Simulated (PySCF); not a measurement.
Compound: difluoromethane, CH₂F₂.
Numbering: `[F:1][CH2:2][F:3]` (hydrogens: H4, H5 on C2)

The closed-shell ground state was solved at several levels (PySCF, density fitting, gas phase, non-relativistic). Geometry: GFN2-xTB; no solvent, vibrations or thermal averaging.

```csv
level,basis functions,total energy (Eh),HOMO (eV),LUMO (eV),gap (eV),dipole (D)
B3LYP/pcJ-1,101,-238.9891,-9.51,1.37,10.88,1.94
B3LYP/def2-SVPD,82,-238.8222,-9.78,0.47,10.25,1.93
PBE0/pcSseg-1,61,-238.7289,-9.76,1.74,11.50,1.95
```

(1) What might PBE0/def2-SVPD (82 basis functions) give for the same quantities?

(2) Over all these levels, which gives the widest orbital gap and which the narrowest?

(3) How far do the dipole and the HOMO energy spread over the levels?

## Answers

(1) Total energy -238.5838 Eh, HOMO -10.00 eV, LUMO 0.82 eV, gap 10.82 eV, dipole 1.92 D.

(2) PBE0/pcSseg-1 (global hybrid, 25 % exact exchange) has the widest, 11.50 eV, and B3LYP/def2-SVPD (global hybrid, 20 % exact exchange) the narrowest, 10.25 eV. Functional and basis both differ between the two, so the spread mixes both effects.

(3) The dipole runs from 1.92 to 1.95 D (mean 1.93 D) and the HOMO from -10.00 to -9.51 eV.
